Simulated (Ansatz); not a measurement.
Process, species as SMILES: C#N (CH-N) → CHN+ (doublet, bonded as C#N) + e-
B3LYP-D3(BJ)/def2-TZVP geometries, fixed; electronic energies without zero-point terms.

Effect of the final integration grid (spheres per factor e of radius in core and valence, angular degree) at PBE/cc-pVTZ with Ansatz (an electronic-structure program), against the last row, where the adiabatic ionisation energy is 13.49 eV. Open shells are unrestricted. The default's grid is 13, 11, 36.

```csv
setting,largest shift of a total energy (mEh),shift of the adiabatic ionisation energy (eV)
accuracy: medium (default),0.000,0.000
"final_grid: 4, 3, 11",1.179,-0.003
"final_grid: 6, 5, 17",-0.062,0.000
"final_grid: 8, 7, 23",-0.008,0.000
"final_grid: 10, 9, 29",0.001,0.000
"final_grid: 18, 15, 47",0.000,0.000
"final_grid: 26, 22, 59",0.000,0.000
```

Within 0.002 eV in the adiabatic ionisation energy: accuracy: medium (default); final_grid: 6, 5, 17; final_grid: 8, 7, 23; final_grid: 10, 9, 29; final_grid: 18, 15, 47. The largest shift is 1.179 mEh in a total energy and 0.003 eV in the difference.
